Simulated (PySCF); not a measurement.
## One molecule, many functionals

Compound: BH6NO.
SMILES with atom numbers: `[NH3+:1][BH2-:2][OH:3]` (hydrogens: H4, H5, H6 on N1; H7, H8 on B2; H9 on O3)

Linear-response calculations in the def2-SVPD basis (PySCF; singlets by full response, triplets Tamm–Dancoff, core orbitals frozen in the response; HF means time-dependent Hartree–Fock). 'Strongest' is the level of largest summed f among the singlets computed (10 roots, of which the last may lack a degenerate partner); it can jump between rows when another state enters that window. S1 is the lowest singlet of each run and needn't be the same state throughout; f(S1) is that of one state. Isolated species at its PBE0-D3(BJ)/def2-SVP geometry (one conformer only).

```json
{"functional": "LDA", "kind": "LDA", "S1 (eV)": "4.92", "f(S1)": "0.014", "strongest (eV)": "5.53", "T1 (eV)": "4.81", "HOMO (eV)": "-5.78", "gap (eV)": "4.87", "ionisation energy, ΔSCF (eV)": "9.43"}
{"functional": "PBE", "kind": "GGA", "S1 (eV)": "4.92", "f(S1)": "0.018", "strongest (eV)": "5.46", "T1 (eV)": "4.76", "HOMO (eV)": "-5.73", "gap (eV)": "4.85", "ionisation energy, ΔSCF (eV)": "9.35"}
{"functional": "B3LYP", "kind": "global hybrid, 20% exact exchange", "S1 (eV)": "5.63", "f(S1)": "0.016", "strongest (eV)": "8.08", "T1 (eV)": "5.50", "HOMO (eV)": "-6.99", "gap (eV)": "6.52", "ionisation energy, ΔSCF (eV)": "9.69"}
{"functional": "PBE0", "kind": "global hybrid, 25% exact exchange", "S1 (eV)": "5.91", "f(S1)": "0.015", "strongest (eV)": "8.39", "T1 (eV)": "5.75", "HOMO (eV)": "-7.17", "gap (eV)": "7.05", "ionisation energy, ΔSCF (eV)": "9.64"}
{"functional": "BHandHLYP", "kind": "global hybrid, 50% exact exchange", "S1 (eV)": "6.64", "f(S1)": "0.015", "strongest (eV)": "9.17", "T1 (eV)": "6.47", "HOMO (eV)": "-8.61", "gap (eV)": "8.96", "ionisation energy, ΔSCF (eV)": "9.87"}
{"functional": "CAM-B3LYP", "kind": "range-separated hybrid", "S1 (eV)": "6.25", "f(S1)": "0.018", "strongest (eV)": "8.74", "T1 (eV)": "6.09", "HOMO (eV)": "-8.65", "gap (eV)": "9.15", "ionisation energy, ΔSCF (eV)": "9.83"}
{"functional": "LC-wPBE", "kind": "range-separated hybrid", "S1 (eV)": "7.02", "f(S1)": "0.025", "strongest (eV)": "9.44", "T1 (eV)": "6.78", "HOMO (eV)": "-9.97", "gap (eV)": "11.58", "ionisation energy, ΔSCF (eV)": "9.92"}
{"functional": "HF", "kind": "Hartree–Fock", "S1 (eV)": "7.93", "f(S1)": "0.035", "strongest (eV)": "10.45", "T1 (eV)": "7.52", "HOMO (eV)": "-10.78", "gap (eV)": "12.66", "ionisation energy, ΔSCF (eV)": "not settled"}
```

**Question.** What does wB97X-D (range-separated hybrid) give?

**Answer.** S1 (eV) 6.51, f(S1) 0.020, strongest (eV) 8.99, T1 (eV) 6.42, HOMO (eV) -9.11, gap (eV) 10.63, ionisation energy, ΔSCF (eV) 9.76. S1 runs from 4.92 eV (PBE) to 7.93 eV (HF), a spread of 3.02 eV, while the orbital gap spreads over 7.8 eV. Along PBE (0%), B3LYP (20%), PBE0 (25%), BHandHLYP (50%), HF (100%) S1 rises with the share of exact exchange. −ε(HOMO) comes closest to its own ΔSCF ionisation energy with LC-wPBE (+0.05 eV) and misses most with LDA (-3.65 eV). 'Not settled' means that the ion's SCF failed to converge or may have ended in another state than the lowest.

Without π bonds the low states are Rydberg-like; a valence basis with one diffuse set may place them up to an eV too high.
